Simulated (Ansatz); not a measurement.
# Relaxing CsAs₃

Method: DFT PBE, scalar-relativistic, plane waves, PAW in Ansatz. Cutoff 420 eV, Γ-centred k mesh, Gaussian smearing, no spin polarisation in the final step.

CsAs₃ was placed on the TiAl3 (D0_22) structure type (I4/mmm, No. 139), with Cs in place of Ti, As in place of Al, at a guessed volume.

```
Cs As
1.0
    -2.29718    2.29718    5.13137
     2.29718   -2.29718    5.13137
     2.29718    2.29718   -5.13137
Cs As
1 3
Direct
  0.00000 0.00000 0.00000
  0.50000 0.50000 0.00000
  0.25000 0.75000 0.50000
  0.75000 0.25000 0.50000
```

Cell and atoms relax at zero pressure; the relaxation can't lower the symmetry of the start.

The zero of energy is the elements' standard structures at the same level; no fitted shifts are applied.

Task: What does it relax into?

Result: It keeps I4/mmm (No. 139). The result has the TiAl3 (D0_22) structure. Conventional cell: a = 4.946 Å, c = 8.568 Å. Around Cs lie 8 As at 3.27 Å and 4 As at 3.50 Å; As on Wyckoff site b (1 atom of the primitive cell) has 8 As at 3.27 Å and 4 Cs at 3.50 Å; around As on Wyckoff site d (2 atoms of the primitive cell) lie 4 As at 3.27 Å, 4 Cs at 3.27 Å and 4 As at 3.50 Å.

```xyz
4
Lattice="-2.4729 2.4729 4.2839 2.4729 -2.4729 4.2839 2.4729 2.4729 -4.2839" Properties=species:S:1:pos:R:3 pbc="T T T"
Cs    0.0000    0.0000    0.0000
As    0.0000    0.0000    4.2839
As    2.4729    0.0000    2.1419
As    0.0000    2.4729    2.1419
```

Task: What are its volume, energy, density and gap?

Result: The volume per atom is 26.20 Å³ and the density is 5.67 g/cm³. The energy over the elements is 0.59 eV/atom and the gap on the 14×14×14 mesh is 0 eV (a metal).

The final run used a 14×14×14 mesh on its 4-atom cell and 0.10 eV smearing. For metals, differences of a few meV/atom aren't resolved. A structure relaxed within its symmetry needn't be a true minimum. The steps took about 3 core-minutes in all.